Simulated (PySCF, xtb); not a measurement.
O2S, SMILES O=S=O (connectivity only; charge and spin as stated), charge -1, multiplicity 2.

Harmonic wavenumbers (cm⁻¹) from GFN2-xTB (xtb 6.7.1) at its own minimum, in rising order: 441, 992, 1014.

### Question
What does PySCF 2.14.0 with PBE-D3(BJ)/def2-TZVPD give at its own minimum? (An estimate is asked for; the answer gives what the named calculation found.)

### Answer
429, 939, 1043. Paired by order, the mean absolute difference is 31 cm⁻¹ and the zero-point energies are 3.5 and 3.4 kcal/mol.
